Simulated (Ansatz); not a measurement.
A calculation with Ansatz (development build ahead of 0.2.0).

```yaml
crystal:
  periodic: [false, false, false]
  atoms:
    - { symbol: H, position_ang: [0.02808, 0.36248, -1.02801] }
    - { symbol: P, position_ang: [0.02902, -0.62769, -0.03136] }
    - { symbol: H, position_ang: [0.01402, 0.28446, 1.02645] }
basis:
  gaussian: { orbitals: def2-SVP }
total_charge: 1
hamiltonian:
  xc: hf
correlation:
  method: ccsd_t
  frozen_orbitals: { H: 0, P: 5 }
scf:
  omitted_lower_state_checks: [stability, starts, atomic_configurations, cluster_reference, orbital_swaps, given_window_search, neighbouring_geometries, increment]
```

The input is written out in the form of the current development build from the run's settings.

The run gave:

```
Converged          : yes
Reference energy   : -341.42037 hartree
Correlation energy : -0.12762 hartree
Total energy       : -341.54799 hartree
```
